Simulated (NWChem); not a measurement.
System: dimethylamine (C2H7N); SMILES CNC

Computed with NWChem. Medium grid unless said otherwise, to which SCAN and Minnesota functionals are sensitive. Geometry: optimised at PBE0/def2-SVP. Total energies of different functionals are on different scales.

```json
[
 {"level": "LDA (Slater exchange, VWN5)/def2-TZVPD", "energy (Ha)": "-133.9914", "highest occupied level (eV)": "-5.05", "orbital gap (eV)": "4.77", "dipole (D)": "0.89"},
 {"level": "PBE/def2-TZVPD", "energy (Ha)": "-135.0277", "highest occupied level (eV)": "-4.98", "orbital gap (eV)": "4.75", "dipole (D)": "0.86"},
 {"level": "BLYP/def2-TZVPD", "energy (Ha)": "-135.1423", "highest occupied level (eV)": "-4.91", "orbital gap (eV)": "4.65", "dipole (D)": "0.86"},
 {"level": "TPSS/def2-TZVPD", "energy (Ha)": "-135.2370", "highest occupied level (eV)": "-5.08", "orbital gap (eV)": "5.04", "dipole (D)": "0.87"},
 {"level": "r2SCAN/def2-TZVPD", "energy (Ha)": "-135.1259", "highest occupied level (eV)": "-5.23", "orbital gap (eV)": "5.78", "dipole (D)": "0.89"},
 {"level": "B3LYP/def2-TZVPD", "energy (Ha)": "-135.2223", "highest occupied level (eV)": "-6.18", "orbital gap (eV)": "6.30", "dipole (D)": "0.91"},
 {"level": "PBE0/def2-TZVPD", "energy (Ha)": "-135.0476", "highest occupied level (eV)": "-6.38", "orbital gap (eV)": "6.79", "dipole (D)": "0.92"},
 {"level": "M06-2X/def2-TZVPD", "energy (Ha)": "-135.1419", "highest occupied level (eV)": "-7.79", "orbital gap (eV)": "[?]", "dipole (D)": "0.95"},
 {"level": "CAM-B3LYP/def2-TZVPD", "energy (Ha)": "-135.1406", "highest occupied level (eV)": "-7.81", "orbital gap (eV)": "8.78", "dipole (D)": "0.96"},
 {"level": "Hartree-Fock/def2-TZVPD", "energy (Ha)": "-134.2938", "highest occupied level (eV)": "-9.94", "orbital gap (eV)": "12.01", "dipole (D)": "1.01"}
]
```

**Question.** Complete the blanks.

**Answer.** 
- M06-2X/def2-TZVPD, orbital gap (eV): 8.35
